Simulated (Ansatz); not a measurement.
Isolated molecules relaxed with PBE0-D4/def2-TZVP in Ansatz; ΔE leaves out vibrations. CCSD(T)/CBS is the MP2 limit (def2-TZVPP, def2-QZVPP) plus CCSD(T) − MP2 in def2-TZVPP, frozen cores. DFT in def2-TZVPP. B3LYP here is the variant with VWN-RPA as its local correlation; programs differ in this. HSE06 is defined as in plane-wave codes. One conformer a species, not always the lowest.

`FC1C=CO1` → `C=C=C(O)F`  (isomerisation)

| level | ΔE (kJ/mol) | difference from CCSD(T)/CBS |
| --- | --- | --- |
| LDA (SPW92) | 7.5 | 0.4 |
| PBE-D4 | -1.5 | -8.6 |
| revPBE-D4 | -0.3 | -7.4 |
| BLYP-D4 | -20.0 | -27.1 |
| r2SCAN-D4 | -3.2 | -10.3 |
| B97M-V | -2.4 | -9.5 |
| PBE0-D4 | 6.2 | -0.9 |
| B3LYP-D4 | -12.7 | -19.8 |
| r2SCANh-D4 | -0.6 | -7.7 |
| r2SCAN0-D4 | 3.3 | -3.8 |
| HSE06-D4 | 5.9 | -1.2 |
| BHLYP-D4 | -4.5 | -11.6 |
| CAM-B3LYP-D4 | -2.3 | -9.4 |
| ωB97X-V | 15.8 | 8.7 |
| ωB97M-V | 5.6 | -1.5 |
| B2PLYP | -3.2 | -10.3 |
| PBE-QIDH | 15.7 | 8.6 |
| PBE | -2.3 | -9.4 |
| revPBE | -5.6 | -12.7 |
| BLYP | -22.5 | -29.6 |
| PBE0 | 5.7 | -1.4 |
| B3LYP | -14.1 | -21.2 |
| r2SCANh | -0.6 | -7.7 |
| r2SCAN0 | 3.3 | -3.8 |
| HSE06 | 5.4 | -1.7 |
| BHLYP | -5.1 | -12.2 |
| CAM-B3LYP | -2.7 | -9.8 |
| LC-ωPBE | 21.3 | 14.2 |
| RPA@PBE/def2-TZVPP | 14.4 | 7.3 |
| HF/def2-SVP | -3.5 | -10.6 |
| CCSD/def2-SVP | 6.7 | -0.4 |
| CCSD(T)/def2-SVP | 7.1 | 0.0 |
| HF/def2-TZVPP | -3.1 | -10.2 |
| MP2/def2-TZVPP | 13.3 | 6.2 |
| SCS-MP2/def2-TZVPP | 11.3 | 4.2 |
| CCSD/def2-TZVPP | 6.5 | -0.6 |
| HF/def2-QZVPP | -2.8 | -9.9 |
| MP2/def2-QZVPP | 13.4 | 6.3 |
| MP2/CBS(def2) | 13.3 | 6.2 |
| CCSD/CBS(def2) | 6.5 | -0.6 |
| CCSD(T)/CBS | 7.1 | 0 |

Largest T1 diagnostic among the species: 0.014.

Leaving LDA and LC-ωPBE aside and taking each functional with its dispersion term where it has one, the values spread over 35.8 kJ/mol, from BLYP-D4 to ωB97X-V. LDA lies +9.8 kJ/mol from PBE without D4. From PBE to PBE0 (25 % exact exchange), in def2-TZVPP and without D4, ΔE moves by +8.0 kJ/mol.
